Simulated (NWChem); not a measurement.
System: C3H7, doublet; SMILES C[CH]C

Input file for NWChem:

```
start job
memory heap 200 mb stack 900 mb global 1100 mb
geometry units angstroms noautoz
  C      0.191113     0.016714     1.294653
  C     -0.520181    -0.135846     0.000000
  C      0.191113     0.016714    -1.294653
  H     -0.405598    -0.352144     2.142567
  H      1.155343    -0.521767     1.295884
  H      0.435294     1.077587     1.514733
  H     -1.615134    -0.125311     0.000000
  H     -0.405598    -0.352144    -2.142567
  H      0.435294     1.077587    -1.514733
  H      1.155343    -0.521767    -1.295884
end
basis spherical
  * library def2-svp
end
dft
  odft
  mult 2
  xc xtpss03 ctpss03
  iterations 150
  grid coarse
end
task dft gradient
```

NWChem printed, in part:

```
             Northwest Computational Chemistry Package (NWChem) 7.3.0
             --------------------------------------------------------

 CS  symmetry detected

                             Geometry "geometry" -> ""
                             -------------------------

 Output coordinates in angstroms (scale by  1.889725989 to convert to a.u.)

  No.       Tag          Charge          X              Y              Z
 ---- ---------------- ---------- -------------- -------------- --------------
    1 C                    6.0000     0.19632697    -0.00140197    -1.29465300
    2 C                    6.0000    -0.53021006    -0.03824838     0.00000000
    3 C                    6.0000     0.19632697    -0.00140197     1.29465300
    4 H                    1.0000    -0.45169212    -0.27008673    -2.14256700
    5 H                    1.0000     1.06203342    -0.68715238    -1.29588400
    6 H                    1.0000     0.60702018     1.00676814    -1.51473300
    7 H                    1.0000    -1.60938623     0.14725593     0.00000000
    8 H                    1.0000    -0.45169212    -0.27008673     2.14256700
    9 H                    1.0000     0.60702018     1.00676814     1.51473300
   10 H                    1.0000     1.06203342    -0.68715238     1.29588400

 Effective nuclear repulsion energy (a.u.)      75.3058354220

      Symmetry information
      --------------------

 Group name             Cs
 Group number              2
 Group order               2
 No. of unique centers     6

                                 NWChem DFT Module
                                 -----------------

 Summary of "ao basis" -> "ao basis" (spherical)
 ------------------------------------------------------------------------------
       Tag                 Description            Shells   Functions and Types
 ---------------- ------------------------------  ------  ---------------------
 C                          def2-svp                 6       14   3s2p1d
 H                          def2-svp                 3        5   2s1p

      Symmetry analysis of basis
      --------------------------

        a'         43
        a"         34

            General Information
            -------------------
          SCF calculation type: DFT
          Wavefunction type:  spin polarized.
          No. of atoms     :    10
          No. of electrons :    25
           Alpha electrons :    13
            Beta electrons :    12
          Charge           :     0
          Spin multiplicity:     2
          Use of symmetry is: on ; symmetry adaption is: on
          Maximum number of iterations: 150
          AO basis - number of functions:    77
                     number of shells:    39
          Convergence on energy requested:  1.00D-06
          Convergence on density requested:  1.00D-05
          Convergence on gradient requested:  5.00D-04

              XC Information
              --------------
                  TPSS metaGGA Exchange Functional  1.000
             TPSS03 metaGGA Correlation Functional  1.000

             Grid Information
             ----------------
          Grid used for XC integration:  coarse
          Radial quadrature: Mura-Knowles
          Angular quadrature: Lebedev.
          Tag              B.-S. Rad. Rad. Pts. Rad. Cut. Ang. Pts.
          ---              ---------- --------- --------- ---------
          C                   0.70       35          10.0       302
          H                   0.35       35          11.0       302
          Grid pruning is: on
          Number of quadrature shells:   210
          Spatial weights used:  Erf1

      Superposition of Atomic Density Guess
      -------------------------------------

 Sum of atomic energies:        -116.36938464

      Non-variational initial energy
      ------------------------------

 Total energy =    -118.328662
 1-e energy   =    -302.985650
 2-e energy   =     109.351152
 HOMO         =      -0.122843
 LUMO         =       0.107719

   Symmetry analysis of molecular orbitals - initial alpha
   -------------------------------------------------------

  Numbering of irreducible representations:

     1 a'          2 a"

  Orbital symmetries:

     1 a'          2 a"          3 a'          4 a'          5 a"
     6 a'          7 a'          8 a'          9 a"         10 a"
    11 a"         12 a'         13 a'         14 a'         15 a'
    16 a"         17 a'         18 a'         19 a"         20 a"
    21 a'         22 a"         23 a'

   Symmetry analysis of molecular orbitals - initial beta
   ------------------------------------------------------

  Numbering of irreducible representations:

     1 a'          2 a"

  Orbital symmetries:

     1 a'          2 a"          3 a'          4 a'          5 a"
     6 a'          7 a'          8 a'          9 a"         10 a"
    11 a"         12 a'         13 a'         14 a'         15 a'
    16 a"         17 a'         18 a'         19 a"         20 a"
    21 a'         22 a"         23 a'

   convergence    iter        energy       DeltaE   RMS-Dens  Diis-err
 ---------------- ----- ----------------- --------- --------- ---------
 d= 0,ls=0.0,diis     1   -118.3828190805 -1.94D+02  3.47D-03  5.03D-02
                                                     3.39D-03  4.57D-02
 d= 0,ls=0.0,diis     2   -118.4138250365 -3.10D-02  1.24D-03  2.37D-03
                                                     8.39D-04  2.67D-03
 d= 0,ls=0.0,diis     3   -118.4143715044 -5.46D-04  4.93D-04  1.77D-03
                                                     4.37D-04  1.58D-03
 d= 0,ls=0.0,diis     4   -118.4152600979 -8.89D-04  1.46D-04  8.41D-05
                                                     9.56D-05  6.86D-05
 d= 0,ls=0.0,diis     5   -118.4153087748 -4.87D-05  4.85D-05  2.39D-06
                                                     3.89D-05  6.47D-06
  Resetting Diis
 d= 0,ls=0.0,diis     6   -118.4153121698 -3.39D-06  2.18D-05  1.45D-06
                                                     9.55D-06  5.64D-07
 d= 0,ls=0.0,diis     7   -118.4153127888 -6.19D-07  9.34D-06  1.23D-07
                                                     9.33D-06  2.24D-07

         Total DFT energy =     -118.415312788808
      One electron energy =     -306.457154803998
           Coulomb energy =      131.607600971034
    Exchange-Corr. energy =      -18.871594377851
 Nuclear repulsion energy =       75.305835422008

 Numeric. integr. density =       24.999986425389

                  Occupations of the irreducible representations
                  ----------------------------------------------

                     irrep           alpha         beta
                     --------     --------     --------
                     a'                8.0          7.0
                     a"                5.0          5.0

                    DFT Final Alpha Molecular Orbital Analysis
                    ------------------------------------------

 Vector   11  Occ=1.000000D+00  E=-3.154172D-01  Symmetry=a"
              MO Center= -9.9D-02, -9.8D-02,  3.7D-14, r^2= 3.1D+00
   Bfn.  Coefficient  Atom+Function         Bfn.  Coefficient  Atom+Function
  ----- ------------  ---------------      ----- ------------  ---------------
     6      0.328949   1 C  pz               34      0.328949   3 C  pz
    20     -0.311559   2 C  pz               43     -0.254646   4 H  s
    63      0.254646   8 H  s                 9      0.149620   1 C  pz
    37      0.149620   3 C  pz               44     -0.132136   4 H  s
    64      0.132136   8 H  s                 3      0.082845   1 C  s

 Vector   12  Occ=1.000000D+00  E=-3.072504D-01  Symmetry=a'
              MO Center= -2.2D-01, -1.0D-01, -4.7D-14, r^2= 2.9D+00
   Bfn.  Coefficient  Atom+Function         Bfn.  Coefficient  Atom+Function
  ----- ------------  ---------------      ----- ------------  ---------------
    18      0.319298   2 C  px               58     -0.303088   7 H  s
     4     -0.254662   1 C  px               32     -0.254662   3 C  px
    48     -0.196965   5 H  s                73     -0.196965  10 H  s
    59     -0.154308   7 H  s                43      0.143489   4 H  s
    63      0.143489   8 H  s                49     -0.116449   5 H  s

 Vector   13  Occ=1.000000D+00  E=-1.518738D-01  Symmetry=a'
              MO Center= -3.0D-01,  1.5D-03,  2.1D-15, r^2= 2.1D+00
   Bfn.  Coefficient  Atom+Function         Bfn.  Coefficient  Atom+Function
  ----- ------------  ---------------      ----- ------------  ---------------
    19      0.583522   2 C  py               22      0.507507   2 C  py
    54     -0.190600   6 H  s                69     -0.190600   9 H  s
    53     -0.184069   6 H  s                68     -0.184069   9 H  s
    17     -0.116343   2 C  s                48      0.108556   5 H  s
    49      0.108937   5 H  s                73      0.108556  10 H  s

 Vector   14  Occ=0.000000D+00  E= 5.642869D-02  Symmetry=a'
              MO Center=  2.7D-01,  1.0D-01,  1.7D-15, r^2= 7.3D+00
   Bfn.  Coefficient  Atom+Function         Bfn.  Coefficient  Atom+Function
  ----- ------------  ---------------      ----- ------------  ---------------
     3      1.801873   1 C  s                31      1.801873   3 C  s
    54     -0.822160   6 H  s                69     -0.822160   9 H  s
    44     -0.807838   4 H  s                64     -0.807838   8 H  s
    49     -0.741616   5 H  s                74     -0.741616  10 H  s
    59     -0.511397   7 H  s                21     -0.369229   2 C  px

 Vector   15  Occ=0.000000D+00  E= 7.949416D-02  Symmetry=a'
              MO Center= -5.4D-01, -1.4D-01, -8.1D-15, r^2= 5.9D+00
   Bfn.  Coefficient  Atom+Function         Bfn.  Coefficient  Atom+Function
  ----- ------------  ---------------      ----- ------------  ---------------
    17      1.371490   2 C  s                59     -1.340714   7 H  s
    49      0.758977   5 H  s                74      0.758977  10 H  s
     3     -0.617262   1 C  s                31     -0.617262   3 C  s
    44     -0.575740   4 H  s                64     -0.575740   8 H  s
     7     -0.408899   1 C  px               35     -0.408899   3 C  px

 Vector   16  Occ=0.000000D+00  E= 9.163698D-02  Symmetry=a"
              MO Center=  3.0D-01,  1.3D-01, -4.2D-14, r^2= 8.1D+00
   Bfn.  Coefficient  Atom+Function         Bfn.  Coefficient  Atom+Function
  ----- ------------  ---------------      ----- ------------  ---------------
     3      2.285469   1 C  s                31     -2.285469   3 C  s
    44     -0.979414   4 H  s                64      0.979414   8 H  s
    54     -0.962091   6 H  s                69      0.962091   9 H  s
    49     -0.796169   5 H  s                74      0.796169  10 H  s
    23      0.569228   2 C  pz                9     -0.167344   1 C  pz

                     DFT Final Beta Molecular Orbital Analysis
                     -----------------------------------------

 Vector   10  Occ=1.000000D+00  E=-3.392827D-01  Symmetry=a"
              MO Center=  4.4D-01,  1.6D-01, -1.0D-15, r^2= 3.1D+00
   Bfn.  Coefficient  Atom+Function         Bfn.  Coefficient  Atom+Function
  ----- ------------  ---------------      ----- ------------  ---------------
     5      0.321339   1 C  py               33     -0.321339   3 C  py
    53      0.245738   6 H  s                68     -0.245738   9 H  s
    48     -0.192781   5 H  s                73      0.192781  10 H  s
     8      0.145217   1 C  py               36     -0.145217   3 C  py
    54      0.096740   6 H  s                69     -0.096740   9 H  s

 Vector   11  Occ=1.000000D+00  E=-3.126077D-01  Symmetry=a"
              MO Center= -9.4D-02, -8.8D-02, -1.3D-14, r^2= 3.0D+00
   Bfn.  Coefficient  Atom+Function         Bfn.  Coefficient  Atom+Function
  ----- ------------  ---------------      ----- ------------  ---------------
     6      0.339271   1 C  pz               34      0.339271   3 C  pz
    20     -0.311837   2 C  pz               43     -0.245007   4 H  s
    63      0.245007   8 H  s                 9      0.155729   1 C  pz
    37      0.155729   3 C  pz               44     -0.128408   4 H  s
    64      0.128408   8 H  s                 3      0.089559   1 C  s

 Vector   12  Occ=1.000000D+00  E=-3.036061D-01  Symmetry=a'
              MO Center= -2.5D-01, -9.1D-02,  9.0D-15, r^2= 2.9D+00
   Bfn.  Coefficient  Atom+Function         Bfn.  Coefficient  Atom+Function
  ----- ------------  ---------------      ----- ------------  ---------------
    58     -0.319265   7 H  s                18      0.312968   2 C  px
     4     -0.256066   1 C  px               32     -0.256066   3 C  px
    48     -0.190924   5 H  s                73     -0.190924  10 H  s
    59     -0.172666   7 H  s                43      0.137135   4 H  s
    63      0.137135   8 H  s                49     -0.114628   5 H  s

 Vector   13  Occ=0.000000D+00  E=-5.613797D-02  Symmetry=a'
              MO Center= -3.3D-01, -1.5D-02,  3.2D-15, r^2= 2.2D+00
   Bfn.  Coefficient  Atom+Function         Bfn.  Coefficient  Atom+Function
  ----- ------------  ---------------      ----- ------------  ---------------
    22      0.563813   2 C  py               19      0.516211   2 C  py
    54     -0.276083   6 H  s                69     -0.276083   9 H  s
    53     -0.172986   6 H  s                68     -0.172986   9 H  s
    49      0.169106   5 H  s                74      0.169106  10 H  s
    48      0.107301   5 H  s                73      0.107301  10 H  s

 Vector   14  Occ=0.000000D+00  E= 5.894673D-02  Symmetry=a'
              MO Center=  3.0D-01,  5.2D-02, -6.4D-15, r^2= 7.3D+00
   Bfn.  Coefficient  Atom+Function         Bfn.  Coefficient  Atom+Function
  ----- ------------  ---------------      ----- ------------  ---------------
     3      1.772705   1 C  s                31      1.772705   3 C  s
    44     -0.825378   4 H  s                64     -0.825378   8 H  s
    54     -0.793601   6 H  s                69     -0.793601   9 H  s
    49     -0.765383   5 H  s                74     -0.765383  10 H  s
    59     -0.476680   7 H  s                21     -0.330413   2 C  px

 Vector   15  Occ=0.000000D+00  E= 8.584284D-02  Symmetry=a'
              MO Center= -3.9D-01, -2.3D-01, -7.7D-15, r^2= 6.2D+00
   Bfn.  Coefficient  Atom+Function         Bfn.  Coefficient  Atom+Function
  ----- ------------  ---------------      ----- ------------  ---------------
    59      1.221119   7 H  s                17     -1.070404   2 C  s
    49     -0.817676   5 H  s                74     -0.817676  10 H  s
    44      0.677626   4 H  s                64      0.677626   8 H  s
     7      0.485504   1 C  px               35      0.485504   3 C  px
     3      0.450421   1 C  s                31      0.450421   3 C  s

   alpha - beta orbital overlaps
   -----------------------------

[...]

                         DFT ENERGY GRADIENTS

    atom               coordinates                        gradient
                 x          y          z           x          y          z
   1 C       0.371004  -0.002649  -2.446539   -0.001220   0.000546   0.003524
   2 C      -1.001952  -0.072279   0.000000    0.003495   0.001044   0.000000
   3 C       0.371004  -0.002649   2.446539   -0.001220   0.000546  -0.003524
   4 H      -0.853574  -0.510390  -4.048865    0.001511   0.000512   0.001916
   5 H       2.006952  -1.298530  -2.448866   -0.002121   0.001470  -0.000002
   6 H       1.147102   1.902516  -2.862430   -0.001204  -0.002760   0.000756
   7 H      -3.041299   0.278273   0.000000    0.002573  -0.000581   0.000000
   8 H      -0.853574  -0.510390   4.048865    0.001511   0.000512  -0.001916
   9 H       1.147102   1.902516   2.862430   -0.001204  -0.002760  -0.000756
  10 H       2.006952  -1.298530   2.448866   -0.002121   0.001470   0.000002
```

Level: TPSS/def2-SVP, spin-unrestricted. In the optimisation the excess spin sits in a' (Cs, its own frame). Geometry: optimised at PBE0/def2-SVP, spin-unrestricted. No stability test was run on the SCF state.
